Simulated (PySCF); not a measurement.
C3H6OS.
Geometry (GFN2-xTB, Å), atoms numbered from 1 in this order:
```xyz
11
C3H6OS angstrom
C      1.7300    0.4254    0.0512
O      0.3997    0.4733    0.5271
C     -0.4350   -0.4236   -0.0645
C     -1.8835   -0.1353   -0.0527
S     -1.1494    0.0018   -1.6937
H      1.7611    0.6679   -1.0161
H      2.2849    1.1693    0.6173
H      2.1679   -0.5662    0.2089
H     -0.1032   -1.4626   -0.0258
H     -2.5778   -0.9539    0.0797
H     -2.1894    0.8064    0.3824
```

The calculation used TDDFT PBE0/def2-SVPD, vertical, gas phase, core orbitals frozen in the response (PySCF).

Ground-to-excited transition dipoles (e·a0, same axes as the geometry; the sign carries no meaning), for the states with f of 0.002 or more among the lowest 6:

```tsv
state	E (eV)	μx	μy	μz
S2	6.192	-0.086	-0.312	0.025
S3	6.371	0.097	0.315	0.309
S4	6.753	-0.366	0.033	-0.609
S5	6.878	-0.172	0.128	-0.041
S6	6.978	-0.049	-0.203	0.408
```

Question: What oscillator strength does each state have?

Answer: f = (2/3) ΔE |μ|² with ΔE in hartree (27.2114 eV).

```json
{"state": "S2", "|μ|² (au)": "0.105", "|μ| (D)": "0.82", "f": "0.016"}
{"state": "S3", "|μ|² (au)": "0.204", "|μ| (D)": "1.15", "f": "0.032"}
{"state": "S4", "|μ|² (au)": "0.506", "|μ| (D)": "1.81", "f": "0.084"}
{"state": "S5", "|μ|² (au)": "0.048", "|μ| (D)": "0.55", "f": "0.008"}
{"state": "S6", "|μ|² (au)": "0.210", "|μ| (D)": "1.16", "f": "0.036"}
```

Question: Which bond between heavy atoms lies closest to the direction of the S4 transition dipole?

Answer: C3–S5, at 13° from it; next O2–C3 at 49°.

Question: What angle do the transition dipoles of S4 and S6 make?

Answer: |cos θ| = |μa·μb| / (|μa| |μb|) = 0.73, so θ ≈ 43° (taken between 0 and 90°, since the signs are arbitrary).

Question: What peak molar absorption coefficient would the strongest computed level give as a lone Gaussian band 0.5 eV wide at half height?

Answer: ε(max) = 2.175×10⁸ f / FWHM, with the width in cm⁻¹. S4: 2.175×10⁸ × 0.0837 / 4033 ≈ 4500 L mol⁻¹ cm⁻¹.

One conformer stands for the species.

Without π bonds the low states may be Rydberg-like; a valence basis with one diffuse set may place them up to an eV too high.
